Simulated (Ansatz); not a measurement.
A structure drawn as `C#CN=CC`, with this starting geometry:

Cartesian coordinates in Å:
```
C 1.391 -0.951 1.692
C 1.326 -0.166 0.824
N 1.249 0.749 -0.154
C 0.040 0.822 -0.818
C -1.152 0.057 -0.655
H 1.576 -1.710 2.484
H 0.050 1.618 -1.598
H -1.114 -0.724 0.146
H -1.978 0.740 -0.360
H -1.387 -0.434 -1.562
```

Total charge 0; spin multiplicity 1.

(1) Relax it with Ansatz at PBE-D4/def2-SVP and then PBE0-D4/def2-TZVP. Is the drawn bonding still there?

(2) Give the relaxed structure. (Estimate.)

Atoms count as bonded under 1.1 times the sum of their covalent radii (H–H under 0.85 Å, pairs among N, O and F under 1.55 Å), and a drawn bond as lost past 1.3 times.

Results:

(1) Yes, every drawn bond is still there and no new one forms.

(2) Computed: 
```xyz
10

C     1.357   -1.211   -1.683
C     0.471   -0.451   -1.382
N    -0.529    0.402   -1.178
C    -0.890    0.753   -0.007
C    -0.308    0.309    1.283
H     2.138   -1.882   -1.948
H    -1.722    1.458    0.037
H     0.510   -0.396    1.134
H     0.056    1.176    1.844
H    -1.083   -0.157    1.900
```
All modes are real.
